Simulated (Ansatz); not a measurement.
**Strontium, fcc under r²SCAN: how the plane-wave cutoff moves the result**

How high must the plane-wave cutoff be for energy and pressure to settle? The geometry was relaxed under r²SCAN beforehand and stays fixed; 9 values are run, from 150 to 800 eV. Wanted are the values from which on the energy stays within 10 and 1 meV/atom, and the pressure within 0.5 GPa, of the last run. Within the series other settings stay, but some runs also write fields, which adds to their time. Spin polarisation is left out.

Method: DFT r²SCAN, plane waves with PAW, scalar-relativistic, in Ansatz 0.2.0.

### 1 The structure to begin with

Symmetry: Fm-3m, No. 225, cubic system. Conventional cell: a = 6.104 Å, b = 6.104 Å, c = 6.104 Å, α = 90.00°, β = 90.00°, γ = 90.00°. Sr (site symmetry m-3m) is surrounded by 12 Sr at 4.32 Å.

As a file:

```
CELL_PARAMETERS angstrom
0.00000 3.05211 3.05211
3.05211 0.00000 3.05211
3.05211 3.05211 0.00000
ATOMIC_POSITIONS crystal
Sr 0.00000 0.00000 0.00000
```

### 2 A run at the usual settings, for scale

The input, input.yaml:

```yaml
crystal:
  lattice:
    - [0.0, 3.052110409, 3.052110409]
    - [3.052110409, 0.0, 3.052110409]
    - [3.052110409, 3.052110409, 0.0]
  atoms:
    - { symbol: Sr, position: [0.0, 0.0, 0.0] }
hamiltonian:
  xc: r2scan
  pseudopotentials:
    kind: paw
    azcp:
      Sr: "pseudopotentials/Sr.paw.azcp"
basis:
  ecutwfc: 500
  fft_grid_basis: typed
kpoints:
  mp_grid: { grid: [15, 15, 15], shift: [0, 0, 0] }
magnetization:
  spin_polarized: false
scf:
  occupations: { method: fermi_dirac, width: 0.1 }
  lower_state_search: "off"
output:
  stress: true
```

Command:

```sh
> ansatz run input.yaml --threads 2 --pin off --max-ram 5120MiB --backend cpu --events-out ev --progress --plain --runs-dir out
```

### 3 Run at 150 eV

The run at 150 eV.

input.yaml, as its differences from that of step 2:

```diff
@@ -14,6 +14,6 @@
 basis:
-  ecutwfc: 500
+  ecutwfc: 150
   fft_grid_basis: typed
 kpoints:
-  mp_grid: { grid: [15, 15, 15], shift: [0, 0, 0] }
+  mp_grid: { grid: [9, 9, 9], shift: [0, 0, 0] }
 magnetization:
```

### 4 Run at 200 eV

The run at 200 eV.

input.yaml, as its differences from that of step 3:

```diff
@@ -14,3 +14,3 @@
 basis:
-  ecutwfc: 150
+  ecutwfc: 200
   fft_grid_basis: typed
@@ -25 +25,5 @@
   stress: true
+  write_density: true
+  write_potential: true
+  elf: true
+  volumetric_format: npy
```

### 5 Run at 250 eV

The run at 250 eV.

input.yaml, as its differences from that of step 4:

```diff
@@ -14,3 +14,3 @@
 basis:
-  ecutwfc: 200
+  ecutwfc: 250
   fft_grid_basis: typed
@@ -25,5 +25 @@
   stress: true
-  write_density: true
-  write_potential: true
-  elf: true
-  volumetric_format: npy
```

### 6 Run at 300 eV

The run at 300 eV.

input.yaml, as its differences from that of step 5:

```diff
@@ -14,3 +14,3 @@
 basis:
-  ecutwfc: 250
+  ecutwfc: 300
   fft_grid_basis: typed
```

### 7 Run at 350 eV

The run at 350 eV.

input.yaml, as its differences from that of step 6:

```diff
@@ -14,3 +14,3 @@
 basis:
-  ecutwfc: 300
+  ecutwfc: 350
   fft_grid_basis: typed
```

### 8 Run at 420 eV

The run at 420 eV.

input.yaml, as its differences from that of step 7:

```diff
@@ -14,3 +14,3 @@
 basis:
-  ecutwfc: 350
+  ecutwfc: 420
   fft_grid_basis: typed
```

### 9 Run at 500 eV

The run at 500 eV.

input.yaml, as its differences from that of step 8:

```diff
@@ -14,3 +14,3 @@
 basis:
-  ecutwfc: 420
+  ecutwfc: 500
   fft_grid_basis: typed
@@ -25 +25,5 @@
   stress: true
+  write_density: true
+  write_potential: true
+  elf: true
+  volumetric_format: npy
```

### 10 Run at 600 eV

The run at 600 eV.

input.yaml, as its differences from that of step 9:

```diff
@@ -14,3 +14,3 @@
 basis:
-  ecutwfc: 500
+  ecutwfc: 600
   fft_grid_basis: typed
@@ -25,5 +25 @@
   stress: true
-  write_density: true
-  write_potential: true
-  elf: true
-  volumetric_format: npy
```

### 11 Run at 800 eV

The run at 800 eV.

input.yaml, as its differences from that of step 10:

```diff
@@ -14,3 +14,3 @@
 basis:
-  ecutwfc: 600
+  ecutwfc: 800
   fft_grid_basis: typed
```

(Steps that only read results are left out.)

What does the calculation give?

As calculated:

```
                                                                   quantity                                value
                                E(σ → 0) stays within 10 meV/atom of 800 eV                       from 300 eV on
                                           E(σ → 0) stays within 1 meV/atom                       from 600 eV on
                                              pressure stays within 0.5 GPa                       from 150 eV on
                                                         pressure at 800 eV                             0.00 GPa
                                            CPU time, dearest over cheapest                                  7.6
run at the usual settings (mesh 15×15×15 against the series' 9×9×9, 500 eV)  -0.7 meV/atom from 800 eV, 0.00 GPa
```

The far end, 150 eV, lies +2724 meV/atom and 0.0 GPa from the yardstick. The energy falls at each step up in cutoff, as the variational principle asks. Total energies within 1 meV/atom need 600 eV; differences between like structures often settle sooner.
